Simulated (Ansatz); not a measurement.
Trigonal Se, treated with r²SCAN+rVV10 (Ansatz, an electronic-structure program, plane waves, PAW).

Run with plane-wave cutoff 560 eV, 12×12×8 k mesh (along the axes of the cell as run), Fermi–Dirac smearing 0.01 eV, scalar-relativistic PAW data made under PBE.

Cell (relaxed at this level):

```yaml
crystal:
  lattice:
    - [2.14771, -3.71995, 0.00000]
    - [2.14771, 3.71995, 0.00000]
    - [0.00000, 0.00000, 5.03719]
  atoms:
    - { symbol: Se, position: [0.00000, 0.22848, 0.66667] }
    - { symbol: Se, position: [0.77152, 0.77152, 0.00000] }
    - { symbol: Se, position: [0.22848, 0.00000, 0.33333] }
```

Task: Predict the bulk modulus, band gap, smallest direct gap on the k points sampled and Γ–Γ gap.

Result: 
* **bulk modulus**: 15.1 GPa
* **band gap**: 1.06 eV (indirect)
* **smallest direct gap on the k points sampled**: 1.24 eV
* **Γ–Γ gap**: 2.45 eV

Note: the bulk modulus comes from volumes at which shape and atoms were relaxed.

Spin–orbit coupling is not included.

The computed numbers hold no vibrational or temperature effects.

Computing time: roughly 27 core-minutes.
